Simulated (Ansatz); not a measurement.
Two shapes of doublet C3H5.

Shape 1:

```xyz
8

C    -0.0039   -0.0039   -0.4502
C    -0.0040    1.2240    0.1890
C     0.0078   -1.2359    0.1975
H    -0.0090    0.0014   -1.5347
H     0.0052    2.1562   -0.3723
H    -0.0003    1.2891    1.2912
H     0.0015   -2.1548   -0.3723
H    -0.0096   -1.2967    1.2860
```

Shape 2:

```xyz
8

C     0.0200   -0.0446   -0.4311
C    -0.0087    1.2566    0.1547
C    -0.0216   -1.2571    0.1601
H    -0.0208    0.0168   -1.5811
H     0.0250    2.1212   -0.3745
H     0.0076    1.2556    1.3124
H     0.0086   -2.1999   -0.3353
H    -0.0088   -1.2545    1.2658
```

Basis set: STO-3G (spherical functions). Frozen core: 3 orbitals. Charge 0, multiplicity 2.

Computed with Ansatz (development build ahead of 0.2.0); each method stands on the lowest determinant of its kind that the runs found.

Question: Which shape is lower in energy, and by how much in each method?

Answer:

```csv
method,E(2) − E(1) (eV)
UHF,0.533
UHF-MP2,0.467
```

Shape 1 is lower. Caution: the unrestricted determinant is spin contaminated.
